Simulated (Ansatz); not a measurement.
Reaction: CHClF2 (chloro(difluoro)methane, SMILES FC(F)Cl) → CHF2 (SMILES F[CH]F, doublet) + Cl (doublet) (the C-Cl bond breaks)
Each species at its own B3LYP-D3(BJ)/def2-TZVP minimum (Ansatz, a quantum-chemistry and plane-wave program).

Property: bond dissociation energy (electronic), in kJ/mol. Radicals and triplets start from unrestricted determinants; spin-orbit coupling is neglected. CBS(X,Y): correlation extrapolated as X^-3, Hartree-Fock from the larger set (Q,5: extrapolated as (X+1)exp(-9√X)). A bracket is a step between two methods taken in the basis named. The functionals are non-relativistic, so their misses hold any scalar relativity. Double hybrids freeze cores in their MP2 part. '+ core + X2C': CCSD(T) terms for core correlation (cc-pwCVTZ, 1s frozen past Ne) and scalar relativity (cc-pVTZ-DK).

CCSD(T)/CBS(cc-pV(Q+d)Z,cc-pV(5+d)Z) + [CCSDT(Q) - CCSD(T)]/cc-pV(D+d)Z + core + X2C (Ansatz) gives 372.9 kJ/mol.

Task: What does PBE/def2-TZVPD (Ansatz) give here, and how do the other levels compare?

Result: PBE gives 370.7 kJ/mol, 2.2 kJ/mol below it. Differences of the others: r2SCAN/def2-TZVPD (Ansatz) -14.9; PBE0/def2-TZVPD (Ansatz) -12.5; wB97M-V/def2-TZVPD (Ansatz) 1.1; B2PLYP/def2-TZVPD (Ansatz) -21.8; CCSD(T)/CBS(cc-pV(Q+d)Z,cc-pV(5+d)Z) + core + X2C (Ansatz) -0.1 kJ/mol. Nearer than PBE: wB97M-V/def2-TZVPD, CCSD(T)/CBS(cc-pV(Q+d)Z,cc-pV(5+d)Z) + core + X2C.
